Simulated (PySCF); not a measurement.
Task: Write Cartesian coordinates for benzyl, `c1c([CH2])cccc1` as optimised with PBE0-D3(BJ)/def2-SVP. (Doublet state.)

Result: 
```xyz
14
C7H7 angstrom
C      2.3197   -0.1866    0.0157
C      0.9167   -0.0733    0.0041
C      0.2763    1.1907   -0.1335
C     -1.1047    1.2953   -0.1440
C     -1.9049    0.1530   -0.0184
C     -1.2998   -1.1025    0.1180
C      0.0803   -1.2184    0.1297
H      2.9564    0.6951   -0.0805
H      2.8026   -1.1601    0.1215
H      0.8951    2.0865   -0.2314
H     -1.5725    2.2772   -0.2507
H     -2.9936    0.2406   -0.0273
H     -1.9198   -1.9971    0.2158
H      0.5468   -2.2012    0.2365
```

Any rigid rotation of these coordinates is as good. Atoms count from 1 in this order. C4 (carbon bonded to 2 C and H) is planar (angles 120.5°, 119.8° and 119.7°, sum 360.0°, 0.00 Å off the plane of its three neighbours). C1 (carbon bonded to C and 2 H) is planar (angles 121.0°, 120.9° and 118.1°, sum 360.0°, 0.00 Å off the plane of its three neighbours). C5 (carbon bonded to 2 C and H) is planar (angles 120.2°, 120.2° and 119.6°, sum 360.0°, 0.00 Å off the plane of its three neighbours). The 6-membered ring C2–C3–C4–C5–C6–C7 has internal angles of 117.3° to 121.2°; it is planar, 0.00 Å rms from its mean plane, widest ring torsion 0°.

Bonds between heavy atoms (Å): C1–C2 1.408, C2–C3 1.424, C3–C4 1.385, C4–C5 1.400, C5–C6 1.400, C6–C7 1.385, C2–C7 1.424.

Level of theory: PBE0-D3(BJ)/def2-SVP geometry optimisation, gas phase (PySCF 2.14.0).

Point group: C2v (every atom within 0.08 Å of its image). No PBE0-D3(BJ)/def2-SVP frequencies stand behind this structure, so it isn't proved a minimum. ⟨S²⟩ = 0.796 (exact for a doublet: 0.75).
